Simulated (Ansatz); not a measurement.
Ansatz (a quantum-chemistry and plane-wave program) input (B2PLYP/def2-SV(P)): A basis named .json is the Basis Set Exchange file of that set (core-valence sets with the plain set on hydrogen).

Ansatz 0.2 input:
```yaml
crystal:
  periodic: [false, false, false]
  atoms:
    - {symbol: C, position_ang: [-0.00000000, -0.00000000, -0.59839493]}
    - {symbol: C, position_ang: [0.00000000, 0.00000000, 0.59839493]}
    - {symbol: H, position_ang: [0.00000000, 0.00000000, 1.66106699]}
    - {symbol: H, position_ang: [-0.00000000, -0.00000000, -1.66106699]}
basis:
  gaussian:
    orbitals: def2-SV_P_.json
hamiltonian:
  xc: {name: B2PLYP}
magnetization: {spin_polarized: false}
correlation: {electrons: outside_noble_gas}
```

Output:

```
Functional definition: B2PLYP
integrals: 0.01 GiB planned
356 factors; integrals over basis functions are off by at most 6.3e-4 eV
mean field: 0.07 GiB planned
mean field evaluation 1: about -2095.8608 eV, gradient 2.6e1 eV
mean field evaluation 2: about -2095.8582 eV, gradient 2.6e1 eV
mean field evaluation 4: about -2097.7736 eV, gradient 5.6e-1 eV
mean field evaluation 8: about -2097.7734 eV, gradient 1.2e-3 eV
mean field -2097.77342073 eV, -77.0917512900 hartree, gradient 6.2e-7 eV, S^2 0.000000; 0 other end points of the search recorded, 0 dependent functions left out
2 core orbitals not correlated
reference -2097.77351735 eV, -77.0917548406 hartree; 5, 5 occupied and 25, 25 virtual orbitals, 356 factors
second order -8.35571374 eV of doubles, -0.00000000 eV of singles
Total energy: -2100.02956006 eV, -77.1746628810 hartree
```
